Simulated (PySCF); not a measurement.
Species: tetramethylsilane, C₄H₁₂Si.
SMILES: `C[Si](C)(C)C`

Method: wB97X-D/def2-SVPD in PySCF (dipole) on a GFN2-xTB geometry, gas phase.

Take the most abundant isotopes and a rigid rotor. 

Q: Give the principal moments of inertia and the rotational constants in cm⁻¹.

A: Ia = 167.53, Ib = 167.76, Ic = 167.83 u·Å²; 505379 MHz·u·Å²/I gives 3017, 3012 and 3011 MHz, that is A = 0.10063, B = 0.10049, C = 0.10045 cm⁻¹.

Q: What kind of rotor is it?

A: A spherical top, as the point group Td requires three equal moments; the computed ones differ by 0.18 % because the geometry is symmetric only within the optimiser's tolerance.

The point group Td allows no dipole (computed: 0.00 D), so a rigid rotor has no electric-dipole lines.

Q: Estimate the classical rotational partition function at 25 K, 100 K and 500 K.

A: Point group Td, symmetry number σ = 12; q = (√π/σ)·√((kT/h)³/(ABC)), k/h = 20836.6 MHz/K: 336 at 25 K, 2690 at 100 K, 30000 at 500 K.

Stationary, but not proved a minimum. Constants of a rigid frame at the computed geometry: no zero-point averaging, no centrifugal distortion.
